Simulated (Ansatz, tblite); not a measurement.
Cost and result up the ladder for AlCl2H (AlHCl₂) (4 atoms). The state is a singlet with charge 0. Geometry: PBE0-D4/def2-TZVP.

```xyz
4

Al    0.089    0.008   -0.110
Cl    0.769   -0.560    1.776
Cl   -1.931    0.461   -0.344
H     1.073    0.092   -1.322
```

Ansatz on 4 threads of Arm Neoverse V1 on a shared host; xTB runs through tblite on one thread. Times are rough, summed over both states, and most runs start from the orbitals of an earlier one. PBE0-D4/def2-TZVP serves as the yardstick here, not as an exact answer. The other state is a triplet.

The xTB rows come from tblite.

xTB has no spin-polarisation term.

| level | functions | wall time | vertical triplet (eV) | difference from PBE0-D4/def2-TZVP (eV) |
| --- | --- | --- | --- | --- |
| GFN1-xTB | 29 | 0.007 s | 5.74 | -0.24 |
| GFN2-xTB | 28 | 0.007 s | 4.97 | -1.02 |
| PBE-D4/def2-TZVP | 117 | 3.4 s | 5.54 | -0.44 |
| PBE0-D4/def2-TZVP | 117 | 3.4 s | 5.98 | 0.00 |
| r2SCAN-D4/def2-TZVP | 117 | 8.6 s | 5.74 | -0.24 |
